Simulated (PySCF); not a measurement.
## EPR parameters of C4H6NO

C4H6NO (doublet state).
Numbering: `[CH3:1][C:2]1=[CH:3][O:4][N:5][CH2:6]1` (hydrogens: H7, H8, H9 on C1; H10 on C3; H11, H12 on C6)

The calculation used PySCF 2.14.0, UKS B3LYP, pcH-1 on C H N O, non-relativistic, mean-field spin-orbit, GIAO. Geometry: GFN2-xTB; no solvent, vibrations or thermal averaging. The geometry wasn't refined by DFT: couplings that depend on bond lengths, twists or pyramidal angles can differ widely from those at the functional's own minimum. No stability test was run, so a lower SCF solution isn't excluded.

- g1, g2, g3: 2.00200, 2.00493, 2.00621
- g_iso: 2.00438
- Form of g: rhombic: the two nearest values differ by 30 % of g3 − g1
- ⟨S²⟩: 0.7568 (exact 0.7500)
- HOMO–LUMO gap, α and β orbitals: 5.61, 5.03 eV

Hyperfine couplings atom by atom, in mT; T1 to T3 are the principal values of the dipolar part; ρ(0) is the spin density at the nucleus (MHz turned into mT with g_iso):

```tsv
atom	isotope	a_iso	T1	T2	T3	Mulliken spin population	ρ(0) (bohr⁻³)
C1	13C	-0.16	-0.01	-0.01	0.03	-0.01	-0.0039
C2	13C	0.37	-0.37	-0.25	0.63	0.11	0.0091
C3	13C	-0.51	-0.43	0.16	0.27	-0.07	-0.0127
O4	17O	-0.76	-2.47	1.17	1.30	0.14	0.0351
N5	14N	1.17	-1.42	-1.34	2.76	0.75	0.1016
C6	13C	-1.40	-0.10	-0.03	0.13	-0.08	-0.0350
H7	1H	0.35	-0.05	-0.05	0.10	0.01	0.0022
H8	1H	0.01	-0.05	-0.04	0.08	0.00	0.0000
H9	1H	0.35	-0.05	-0.05	0.10	0.01	0.0022
H10	1H	0.06	-0.11	-0.05	0.16	0.00	0.0004
H11	1H	6.13	-0.20	-0.12	0.32	0.08	0.0385
H12	1H	6.13	-0.20	-0.12	0.32	0.08	0.0385
```

Largest spin populations (Mulliken): N5 (+0.75), O4 (+0.14), C2 (+0.11) and C6 (-0.08). N5 is the only atom above +0.15. The positive populations add up to 1.16 and the negative ones to -0.16, together 2S = 1.

Axes: g2 points within 3° of the C3–O4 bond.

Under fast tumbling the dipolar parts average out, and these isotropic splittings remain: 2 × 1H (H11/H12, I = 1/2, 3 lines) with 6.13 mT, 1 × 14N (N5, I = 1, 3 lines) with 1.17 mT, 3 × 1H (H7/H8/H9, I = 1/2, 4 lines) with 0.23 mT and 1 × 1H (H10, I = 1/2, 2 lines) with 0.06 mT.

Nuclei that the bonding pattern makes equivalent are averaged, as if the motion that swaps them (rotation, inversion, ring flip) were fast. The three 1H nuclei of mean +6.6 MHz run from 0.2 to 9.8 MHz in the frozen geometry.

The 13C coupling of C6 (-39.3 MHz) shows only in satellite lines or after enrichment, since that isotope makes up about 1.07 % of natural carbon.

The 17O coupling of O4 (-21.3 MHz) shows only in satellite lines or after enrichment, since that isotope makes up about 0.038 % of natural oxygen.
